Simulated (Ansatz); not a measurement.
Which is lower?

Two isomers of BSi2H7, singlet, relaxed at PBE0-D4/def2-TZVP (vibrations not checked).

A:

```csv
atom,x (Å),y (Å),z (Å)
B1,-1.3453,0.5571,-0.9047
Si2,0.4334,1.0111,-0.1388
Si3,1.1448,-1.0302,0.7972
H4,-2.3344,0.6162,-0.2360
H5,-1.4432,0.1192,-2.0128
H6,0.4015,2.0136,0.9624
H7,1.4593,1.4189,-1.1387
H8,1.2343,-2.0807,-0.2521
H9,0.1877,-1.4842,1.8413
H10,2.4857,-0.8623,1.4195
```

B:

| atom | x (Å) | y (Å) | z (Å) |
| --- | --- | --- | --- |
| Si1 | -1.2418 | 1.0197 | -0.7819 |
| B2 | 0.4811 | 0.0095 | -0.5950 |
| Si3 | 1.0897 | -0.9239 | 1.0729 |
| H4 | -2.2149 | 0.0258 | -1.3311 |
| H5 | -1.1541 | 2.1505 | -1.7471 |
| H6 | -1.7913 | 1.5326 | 0.5021 |
| H7 | 1.1392 | -0.1456 | -1.5842 |
| H8 | 0.6224 | -2.3361 | 0.9188 |
| H9 | 0.4981 | -0.3831 | 2.3264 |
| H10 | 2.5717 | -0.9493 | 1.2190 |

Ansatz 0.2.0; basis: def2-TZVPP; cores frozen in the correlated methods. B3LYP uses VWN-RPA correlation.

Question: Which structure is lower at CCSD(T), and by how much? (Judge from chemistry; the value comes from the calculation.)

Answer: Computed: A, by 20.3 kJ/mol (electronic energy, against the other). By their contacts, A is BSi₂H₇ ([BH2][SiH2][SiH3]) and B is BSi₂H₇ ([SiH3][BH][SiH3]).

All methods give the same order:

| method | E(B) − E(A) (kJ/mol) |
| --- | --- |
| PBE-D4 | 24.5 |
| r2SCAN-D4 | 23.4 |
| PBE0-D4 | 24.1 |
| B3LYP-D4 | 21.3 |
| wB97M-V | 19.8 |
| HF | 16.3 |
| MP2 | 22.4 |
| CCSD | 19.2 |
| CCSD(T) | 20.3 |

No T1 diagnostic of these runs exceeds 0.015.

Labels in which every atom is bracketed show which atoms are joined, not bond orders.
